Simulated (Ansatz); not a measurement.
Molecule: CH3S, charge 0, multiplicity 2. SMILES: C[S]
Geometry from a B3LYP-D3(BJ)/def2-TZVP (Ansatz, a first-principles code) optimisation:
```xyz
5

C     -0.0139     1.1056     0.0124
S      0.0013    -0.6916    -0.0079
H      1.0336     1.4242     0.0401
H     -0.5062     1.4939     0.9033
H     -0.4650     1.5146    -0.8909
```
Charge 0, spin multiplicity 2.

Quantity: enthalpy of formation at 298 K, in kcal/mol. Terms: no spin-orbit coupling; six Cartesian d functions in 6-31G* and its kin unless marked 5d; LANL2DZ with its own core potentials from Na on; valence correlation only; 6-311+G** with 5d, 6d on Na to Ar in Ansatz; UHF or UKS for open shells; dispersion terms only where a functional's name holds one; non-relativistic. CBS marks a two-point X^-3 extrapolation of the correlation energy; Hartree-Fock from the larger set. [CCSD(T)-MP2]/basis is that difference in the basis named. Ab initio and DFT rows: single points at B3LYP-D3(BJ) geometries (Ansatz), with unscaled harmonic terms from B3LYP/6-31G* at its own minima, enthalpies of formation by atomisation with measured atoms.

Measured values: G2/97 table in ASE (Curtiss et al.); they hold spin-orbit and core effects, anharmonicity. 

Value to compare with, the measured value: 29.8 kcal/mol.

```csv
level,program,enthalpy of formation at 298 K (kcal/mol),error
PBE/STO-3G,Ansatz,-64.0,-93.8
PBE/3-21G,Ansatz,29.6,-0.2
PBE/LANL2DZ,Ansatz,35.2,5.4
PBE/6-31G*,Ansatz,22.0,-7.8
PBE/def2-SVP,Ansatz,22.9,-6.9
PBE/6-311+G**,Ansatz,25.3,-4.5
PBE/def2-TZVPD,Ansatz,22.2,-7.6
"RI-MP2/CBS(aug-cc-pV(T+d)Z,aug-cc-pV(Q+d)Z)+[CCSD(T)-MP2]/aug-cc-pV(T+d)Z",Ansatz,29.0,-0.8
```

Among the 6 habitual levels, PBE/STO-3G lies farthest from the measured value (-93.8 kcal/mol) and PBE/3-21G nearest (-0.2); 1 of 6 lie above it, and their mean absolute error is 19.8 kcal/mol, the median 6.2. One case shows no general order.

The sets are all those run for this method; runs whose electronic state is in doubt are left out.
